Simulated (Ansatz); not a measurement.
# C4H4ClN: the cost of one run

Method: RKS PBE0-D4/def2-SVP, in Ansatz 0.2.0.

## 1. The starting structure

Bond lengths: Cl1–C2 1.723 Å, C2–C3 1.529 Å, C3–C4 1.371 Å, C4–N5 1.444 Å, C3–C6 1.469 Å, N5–C6 1.288 Å, C2–H7 1.117 Å, C2–H8 1.066 Å, C4–H9 1.046 Å, C6–H10 1.106 Å. Angles (14 of 16 angles, heavy atoms first): Cl1–C2–C3 110.9°, C2–C3–C4 138.4°, C2–C3–C6 134.5°, C4–C3–C6 86.5°, C3–C4–N5 90.1°, C4–N5–C6 90.8°, C3–C6–N5 92.4°, Cl1–C2–H7 107.2°, Cl1–C2–H8 110.1°, C3–C2–H7 110.8°, C3–C2–H8 109.4°, C3–C4–H9 132.3°, N5–C4–H9 136.6°, C3–C6–H10 126.5°.

As a file:

```xyz
10

Cl   -1.7760   -0.2584    1.7619
C    -0.4882   -0.9639    0.8597
C     0.0595    0.0233   -0.1720
C     0.5854   -0.0029   -1.4377
N     0.8544    1.4139   -1.3592
C     0.4395    1.4424   -0.1400
H     0.3052   -1.2552    1.5895
H    -0.8285   -1.8428    0.3626
H     0.5951   -0.7386   -2.1806
H     0.3367    2.1311    0.7188
```

## 2. Relaxing end A

Input file input.yaml:

```yaml
crystal:
  periodic: [false, false, false]
  atoms:
    - { symbol: Cl, position_ang: [-1.776, -0.2584, 1.7619] }
    - { symbol: C, position_ang: [-0.4882, -0.9639, 0.8597] }
    - { symbol: C, position_ang: [0.0595, 0.0233, -0.172] }
    - { symbol: C, position_ang: [0.5854, -0.0029, -1.4377] }
    - { symbol: "N", position_ang: [0.8544, 1.4139, -1.3592] }
    - { symbol: C, position_ang: [0.4395, 1.4424, -0.14] }
    - { symbol: H, position_ang: [0.3052, -1.2552, 1.5895] }
    - { symbol: H, position_ang: [-0.8285, -1.8428, 0.3626] }
    - { symbol: H, position_ang: [0.5951, -0.7386, -2.1806] }
    - { symbol: H, position_ang: [0.3367, 2.1311, 0.7188] }
basis:
  gaussian: { orbitals: def2-SVP }
hamiltonian:
  xc: pbe0
  dispersion: d4
relax:
  f_tol: 0.015
  max_steps: 40
output:
  orbitals: {}
```

On the command line:

```
ansatz run input.yaml --threads 2 --pin off --max-ram 3072MiB --backend cpu --events-out ev --progress --plain --runs-dir out
```

**Question.** How long does this run take on 2 threads of AMD EPYC 9R45 (Zen 5), shared host, and how much memory does it need?

About 16 s, with a peak of 0.27 GiB.
